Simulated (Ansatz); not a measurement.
# CH4BSi: the cost of one run

Program: Ansatz 0.2.0. Level of theory: UKS PBE-D4/6-31G. These are calculated values, not measurements.

## Step 1: The structure to begin with

Bond lengths: B1–Si2 1.846 Å, Si2–C3 1.787 Å, B1–H4 1.155 Å, Si2–H5 1.474 Å, C3–H6 1.080 Å, C3–H7 1.079 Å. Angles: B1–Si2–C3 126.4°, B1–Si2–H5 121.8°, C3–Si2–H5 111.8°, Si2–B1–H4 167.5°, Si2–C3–H6 121.3°, Si2–C3–H7 120.6°, H6–C3–H7 113.5°.

Structure file:

```xyz
7

B    -1.7899   -0.1404   -0.6106
Si    0.0462    0.0506   -0.5852
C     1.1157   -0.1690    0.8294
H    -2.9368   -0.0261   -0.5321
H     0.8065    0.4036   -1.7977
H     2.0449    0.3736    0.9187
H     0.7134   -0.4923    1.7774
```

## Step 2: End point A

File input.yaml:

```yaml
crystal:
  periodic: [false, false, false]
  atoms:
    - { symbol: B, position_ang: [-1.78994, -0.14038, -0.61057] }
    - { symbol: Si, position_ang: [0.04623, 0.05062, -0.58523] }
    - { symbol: C, position_ang: [1.11572, -0.16896, 0.8294] }
    - { symbol: H, position_ang: [-2.93677, -0.02611, -0.53209] }
    - { symbol: H, position_ang: [0.80648, 0.40357, -1.79766] }
    - { symbol: H, position_ang: [2.04494, 0.37358, 0.91873] }
    - { symbol: H, position_ang: [0.71336, -0.49231, 1.77742] }
magnetization:
  spin_polarized: true
  initial_magnetization: 1
basis:
  gaussian: { orbitals: "6-31G" }
hamiltonian:
  xc: pbe
  dispersion: d4
relax:
  f_tol: 0.015
  max_steps: 40
```

The run is started by

```
$ ansatz run input.yaml --threads 1 --pin off --max-ram 2048MiB --backend cpu --events-out ev --progress --plain --runs-dir out
```

**Question.** How long does this run take on 1 thread of Intel Xeon Platinum 8375C at 2.90GHz (Ice Lake), shared host, and how much memory does it need?

About 39 s, with a peak of 0.15 GiB.
